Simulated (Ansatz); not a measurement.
## LaGaO₃ (Pnma, No. 62)

The numbers are results of r²SCAN+rVV10 (PAW; Ansatz, a program for electronic structure), not measurements.

Run with plane-wave cutoff 560 eV, 6×4×6 k mesh (along the axes of the cell as run), Fermi–Dirac smearing 0.01 eV, scalar-relativistic PAW data made under PBE.

Cell (relaxed at this level):

GaLaO3 is modelled in the orthorhombic space group Pnma (No. 62), Pearson symbol oP20. Cell: a = 5.480 Å, b = 7.752 Å, c = 5.512 Å, α = β = γ = 90.00°. La on 4c is surrounded by 12 O at 2.408–3.123 Å. Ga on 4b has 6 O at 1.970–1.975 Å (octahedral). O1 on 8d has 2 Ga at 1.970 Å and 4 La at 2.467–3.123 Å. O2 on 4c sees 2 Ga at 1.975 Å and 4 La at 2.408–3.110 Å. (Neighbours: up to the widest gap in distance over summed covalent radii, below 1.35, at either atom; cation-cation and far metal-metal contacts left out.)

```json
{
 "band_gap": "4.45 eV (on the SCF k mesh)"
}
```

Note: the relaxation could not lower the start's symmetry, so the cell can be a saddle point above a distorted one.

Spin–orbit coupling is not included.

Computed values are for the static lattice.

The result took about 19 core-minutes (a rough figure).
